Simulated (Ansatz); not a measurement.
Property card for SrPb

Method: DFT PBEsol, scalar-relativistic, plane waves, PAW in Ansatz 0.2.0.

Plane waves to 420 eV, a k mesh through Γ of 10×10×10 on the computed 4-atom cell and Gaussian smearing (0.10 eV); no spin polarisation.

The structure is relaxed at this level of theory with its symmetry kept. Whether it is the stable form of this composition wasn't checked.

```cif
data_structure
_symmetry_space_group_name_H-M 'Cmcm'
_symmetry_Int_Tables_number 63
_cell_length_a 5.0327
_cell_length_b 12.1962
_cell_length_c 4.6102
_cell_angle_alpha 90.000
_cell_angle_beta 90.000
_cell_angle_gamma 90.000
_cell_volume 282.97
loop_
_atom_site_label
_atom_site_type_symbol
_atom_site_symmetry_multiplicity
_atom_site_Wyckoff_symbol
_atom_site_fract_x
_atom_site_fract_y
_atom_site_fract_z
_atom_site_occupancy
Sr1 Sr 4 c 0.00000 0.13405 0.25000 1
Pb1 Pb 4 c 0.00000 0.41549 0.25000 1
```

Q: Formation energy from the elements' standard states (uncorrected)?

A: -0.584 eV/atom.

Q: Density of states at the Fermi level?

A: 1.58 states/eV per cell.

Q: Bulk modulus?

A: 32 GPa.

Q: Its pressure derivative?

A: 4.7.

Q: Bader charges (e)?

A: Sr (2 in the cell) 1.22, Pb (2 in the cell) -1.22.

Spin-orbit coupling is left out, which matters for the bands of heavy elements.